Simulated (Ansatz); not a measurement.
**Basis or method: vertical ionisation to the doublet of B–AlH2**

B–AlH2, triplet; coordinates (Å): B 0.000 0.000 1.551; Al 0.000 0.000 -0.528; H 0.000 -1.411 -1.249; H 0.000 1.411 -1.249. Quantity: vertical ionisation to the doublet.

Ansatz 0.2.0, basis 6-31G or cc-pVDZ or cc-pVTZ; geometries are PBE0/def2-TZVP minima. Wave-function levels freeze the cores; HF, MP2 and coupled cluster are restricted for singlets and unrestricted otherwise, Kohn–Sham unrestricted where that lies lower. The reference is CCSDT(Q) or CCSDTQ or full CI (coupled cluster only where its series has nearly closed). Semilocal and hybrid functionals correlate all electrons outside any core potential and usually lie nearer their basis limit than the reference, so part of their error here is the reference's basis and frozen-core error; RPA and the MP2 part of double hybrids freeze the same cores as the reference. None of these values is a measured one. Energies are electronic, without zero-point terms. No spin–orbit coupling and no scalar relativity. The species are chosen: bound, without strong static correlation by their natural occupations or amplitudes, in their lowest spin state as far as vertical gaps and like structures tell, with only the lowest ion state computed, and with a ladder that closes on the reference, so errors are smaller than for species at large; levels whose determinant breaks symmetry or spin markedly are left out.

```json
{"level": "reference", "6-31G (eV)": "7.602 (full CI)", "cc-pVDZ (eV)": "8.058 (CCSDTQ)", "cc-pVTZ (eV)": "8.198 (CCSDT(Q))"}
{"level": "HF", "6-31G (eV)": "7.582", "cc-pVDZ (eV)": "7.698", "cc-pVTZ (eV)": "7.715"}
{"level": "CCSD", "6-31G (eV)": "7.579", "cc-pVDZ (eV)": "8.023", "cc-pVTZ (eV)": "8.144"}
{"level": "CCSD(T)", "6-31G (eV)": "7.592", "cc-pVDZ (eV)": "8.048", "cc-pVTZ (eV)": "8.186"}
{"level": "CCSDT", "6-31G (eV)": "7.600", "cc-pVDZ (eV)": "8.056", "cc-pVTZ (eV)": "8.196"}
{"level": "PBE", "6-31G (eV)": "8.230", "cc-pVDZ (eV)": "8.311", "cc-pVTZ (eV)": "8.329"}
{"level": "PBE0", "6-31G (eV)": "8.247", "cc-pVDZ (eV)": "8.339", "cc-pVTZ (eV)": "8.355"}
{"level": "B2PLYP", "6-31G (eV)": "7.903", "cc-pVDZ (eV)": "8.107", "cc-pVTZ (eV)": "8.159"}
```

From 6-31G to cc-pVTZ the reference moves by 0.596 eV and PBE by 0.099; the step from CCSD(T) to the reference is 0.010 in the first and 0.012 in the last.
